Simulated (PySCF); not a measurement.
# O: electron affinity

O⁻ [He] 2s2 2p5 (2P) → O [He] 2s2 2p4 (3P), as a difference of total energies. Computed with PySCF 2.14 in aug-cc-pVQZ-DK (6s5p4d3f2g, 80 functions), with the spin-free X2C one-electron Hamiltonian (Gaussian nucleus). Correlated levels: valence: 1s2 frozen. The calculations carry no spin-orbit coupling.

```tsv
method	electron affinity (eV)	error (eV)
UHF	-0.580	-2.041
LDA	2.054	+0.593
PBE	1.770	+0.309
PBE0	1.380	-0.081
r2SCAN	1.500	+0.039
PW91	1.820	+0.359
BLYP	1.819	+0.358
MN15	1.464	+0.003
revPBE	1.671	+0.210
MP2 (valence)	1.486	+0.025
SCS-MP2 (valence)	1.464	+0.003
```

Reference: 1.461 eV (measured; photodetachment measurements, as compiled on the Wikipedia data page of electron affinities).

Errors of the correlated levels include the incompleteness of this basis and the frozen core.

A negative affinity means that the anion lies above the atom at that level of theory.

In the anion the highest occupied orbital energy is positive at LDA, PBE, PBE0, r2SCAN, PW91, BLYP, MN15, revPBE, a self-interaction effect; the basis confines that electron, and the energy difference can still be sensible.
